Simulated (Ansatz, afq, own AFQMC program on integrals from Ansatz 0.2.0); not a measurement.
**GeH₂, singlet in cc-pVDZ, levels against full CI**

```json
{"atom": "Ge", "x (Å)": "0.0000", "y (Å)": "-0.0566", "z (Å)": "-0.0266"}
{"atom": "H", "x (Å)": "0.0000", "y (Å)": "1.0643", "z (Å)": "-1.1601"}
{"atom": "H", "x (Å)": "0.0000", "y (Å)": "3.0112", "z (Å)": "3.0758"}
```

Basis cc-pVDZ. Noble-gas cores (and the filled d shells of Ga–Kr and In–Xe) are frozen. AFQMC by an in-house program on the Cholesky factors that Ansatz 0.2.0 writes for its CCSD(T) run. The CISD trial takes its coefficients from CCSD amplitudes. Released means that phaseless walkers are propagated on without the constraint, phases kept. Uncertainties: one standard error, sampling alone. No spin–orbit coupling.

Determinant: RHF, the one that the program's search chose, which needn't be the lowest solution. The geometry is a point of a scan.

Full CI on the same integrals is exact in this basis and with this determinant's frozen core.

Cautions: no relativity below Rb; no spin-orbit coupling; inner d shell frozen; restricted determinant unstable towards unrestricted (UHF 3.47 eV lower, ⟨S²⟩ 1.01); strong correlation (T1 0.146, weight of the determinant 0.50, largest double 0.91); (T) is large, 12 % of the CCSD correlation; the CCSD(T) amplitudes may be one of several solutions (largest double 0.91); the CCSDT(Q) amplitudes may be one of several solutions (largest double 0.97); the CCSDTQ amplitudes may be one of several solutions (largest double 0.97); the released energies are still falling, so no released level is given (meV from the phaseless value at times in 1/Eh: -5 ± 9 at 0.24, -18 ± 6 at 0.51, -35 ± 6 at 0.99, -48 ± 7 at 1.62, -68 ± 7 at 2.40); the ph-AFQMC/CISD walk drifts between its halves (2.5 errors); the next higher spin lies close (full CI puts it 18 meV above).

- T1 diagnostic: 0.1459
- weight of the determinant in the CISD state: 0.499
- size of the correlated space: 6 electrons in 23 orbitals

Reference: full CI, correlation energy -5.770 eV. The cautions show a poor starting determinant, so the rows tell how each method copes with it here, and full CI is the sure value.

```csv
level,E − E(reference) (kcal/mol),share of correlation (%)
HF,133.07,0.00
MP2,51.32,61.43
CCSD,7.73,94.19
CCSD(T),-7.01,105.27
CCSDT,0.19,99.86
CCSDT(Q),-0.12,100.09
CCSDTQ,0.00,100.00
ph-AFQMC/CISD,3.65 ± 0.15,97.25
```

CCSDT and higher add their correlation energy to the determinant of the CCSD(T) run, since their own runs factorise the integrals more tightly (a shift of under 2 meV). A walk keeps the symmetry of its determinant, which the program's search chose and which needn't be the lowest solution, so a lower state of the same spin and another symmetry isn't excluded.
